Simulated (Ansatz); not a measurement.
Reaction (SMILES): ClCl (Cl2) → Cl2- (doublet, bonded as ClCl) (an electron is taken up)
B3LYP-D3(BJ)/def2-TZVP geometries, fixed; electronic energies without zero-point terms; positive where energy is released.

The adiabatic electron affinity at CCSD(T) with Ansatz (a first-principles code), in eV, split into its Hartree-Fock and correlation parts. Cores are frozen. Open shells are unrestricted. No added dispersion term, no relativity. Functions are those of the species that has most.

```tsv
basis	X	functions	Hartree-Fock	CCSD(T)
aug-cc-pV(D+d)Z	2	64	2.410	2.606
aug-cc-pV(T+d)Z	3	110	2.136	2.360
aug-cc-pV(Q+d)Z	4	178	2.119	2.375
```

Worked estimate of the basis-set limit from each neighbouring pair, with Hartree-Fock from the larger set and the correlation part extrapolated as X^-3.
Correlation parts: X = 2: 0.196, X = 3: 0.224, X = 4: 0.256.
- (2,3): (27·(0.224) - 8·(0.196))/19 = 0.236; with Hartree-Fock 2.136 the estimate is 2.372 eV.
- (3,4): (64·(0.256) - 27·(0.224))/37 = 0.279; with Hartree-Fock 2.119 the estimate is 2.398 eV.
The last two estimates differ by 0.027 eV; the largest set lies 0.023 from the last. Over the last step Hartree-Fock moves by -0.017 and the correlation part by 0.032.
